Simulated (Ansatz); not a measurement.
Energy needed to pull apart CH3NSi (SMILES C1=[SiH]N1), singlet, into free ground-state atoms, from the structure below (displaced at random from a GFN2-xTB minimum); no zero-point or spin–orbit terms; open-shell atoms are treated unrestricted, in their ground-state multiplicity.

C1  (-0.606, -1.034, 0.021)
Si2  (0.686, 0.104, -0.729)
N3  (-0.238, 0.487, 0.759)
H4  (-1.701, -0.917, -0.408)
H5  (1.755, 0.960, -1.319)
H6  (0.128, 0.390, 1.762)
(Å)

Computed with Ansatz 0.2.0 (basis: def2-TZVPP); correlated methods freeze the cores.

```csv
method,atomization energy (kJ/mol)
PBE-D4,1839
r2SCAN-D4,1748
PBE0-D4,1739
r2SCANh-D4,1716
BHLYP-D4,?
wB97M-V,1742
HF,959
MP2,1698
CCSD,?
CCSD(T),1675
```

What does BHLYP-D4 give? (An estimate is asked for; the value comes from the calculation.)

Computed: 1620 kJ/mol, which is about 55 kJ/mol less than CCSD(T)/def2-TZVPP.

What does CCSD give? (Judge from chemistry; the value comes from the calculation.)

By the calculation: 1610 kJ/mol, which is about 65 kJ/mol less than CCSD(T)/def2-TZVPP.

In triple zeta the MP2 and coupled-cluster atomization energies are still short of their basis limit by a few kcal/mol a bond, whereas those of the functionals are nearly converged, so these differences are not deviations from converged CCSD(T).

No T1 diagnostic of these runs exceeds 0.037. The T1 diagnostic is large here, which may signal multireference character or strong orbital relaxation, so CCSD(T) is less sure. The restricted Hartree–Fock reference is unstable towards an unrestricted one here.

For scale, one of the runs: CCSD(T)/def2-TZVPP forces, 146 basis functions (an equivalent command: `ansatz run in.yaml --threads 4`). Time: 34 s of wall clock on 4 CPU threads; the host was shared. Peak host memory: 1.6 GiB.
